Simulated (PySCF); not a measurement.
## [H···H···BH$_{2}$], doublet: transfer scan

All five atoms lie in one plane.

Starting geometry:

```xyz
5

H    -2.2119    0.0000    0.0000
H    -1.4669    0.0000    0.0000
B     0.2091    0.0000    0.0000
H     0.7182    0.0000    1.0770
H     0.7182    0.0000   -1.0770
```

From there atom H2 is moved from one fragment to the other while all else, the fragments' distance too, stays fixed; atoms are numbered as listed. Energies are in eV, counted from the starting geometry at the same level.

Basis 6-31G; PySCF 2.14.0. Correlated methods freeze the noble-gas cores. R marks a restricted (for open shells ROHF) determinant, U an unrestricted one.

Full CI is exact within this basis and frozen core; it isn't the basis-set limit. The frozen core follows each run's orbitals, which can shift R against U totals by a few meV.

```
distance H1-H2 (Å)     UHF
             0.693   0.051
             0.745   0.000
             0.817   0.019
             0.890   0.053
             0.962   0.041
             1.034  -0.034
             1.106  -0.148
             1.179  -0.259
             1.251  -0.306
```

Task: Estimate the full CI curve in 6-31G from this one, knowing how UHF errs.

Result: The computed full CI values, in eV from the starting point, and the error of UHF against them:
```tsv
distance H1-H2 (Å)	full CI	UHF less full CI
0.693	0.079	-0.027
0.745	0.000	0.000
0.817	-0.010	0.028
0.890	0.014	0.039
0.962	0.014	0.026
1.034	-0.028	-0.006
1.106	-0.097	-0.051
1.179	-0.158	-0.101
1.251	-0.157	-0.150
```

The error spans 0.188 eV and is largest, -0.150 eV, at 1.251 Å.
